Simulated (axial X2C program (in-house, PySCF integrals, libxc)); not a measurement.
# Correcting the dissociation energy of SF for spin–orbit coupling

A spin-free CCSD(T) curve (one-electron X2C) was computed with an in-house all-electron X2C program for linear molecules (integrals from PySCF), basis S dyall-av3z [9s8p3d2f], F dyall-av3z [7s6p3d2f] (cores contracted in-house), for the state M_S = 1/2, Λ = 1 (beyond evenly filled blocks: π+α, π+β, π-α). It gives D0 = 3.369 eV to S + F, which in a spin-free picture are the weighted means of the ground terms.

Correlated methods: 13 electrons correlated (number of frozen shells: S 2 s, 1 p; F 1 s), 195 virtual spin orbitals or spinors in MP2, 90 natural virtuals in coupled cluster.

Measured levels of the ground terms (NIST Handbook of Basic Atomic Spectroscopic Data), in cm⁻¹: S 3P: J = 2 at 0, J = 1 at 396.1, J = 0 at 573.6; F 2P: J = 3/2 at 0, J = 1/2 at 404.1.

The two components of the molecular doublet are 420 cm⁻¹ apart in the PBE0 2c search (Ω = 3/2 lower), so the lower one lies 210 cm⁻¹ under their mean.

Problem. How far does each ground level lie under the (2J+1)-weighted mean of its term?

Solution. S: (5 × 0 + 3 × 396.1 + 1 × 573.6)/9 = 196 cm⁻¹; F: (4 × 0 + 2 × 404.1)/6 = 135 cm⁻¹.

Problem. Correct D0.

Solution. D0 = 3.369 + (210 − 331)/8065.5 = 3.354 eV at CCSD(T) with these spin–orbit terms. The direct two-component run gives 3.355 eV; the difference holds second-order terms in the molecule, scalar two-electron terms, the gap between measured and computed atomic splittings (a 2c atom can miss part of its lowering) and, in coupled cluster, the truncation of each run.

Second-order spin–orbit effects in the molecule, which grow quickly with Z, are left out. One determinant describes the state; a PBE0 search over occupations chose it and may have missed a lower one. De is counted from the lowest determinant-based energies of the atoms at the same level, without counterpoise correction. CCSD and (T) use frozen natural virtuals with an MP2 correction for the truncation; (T) itself is uncorrected, so its De runs slightly low.
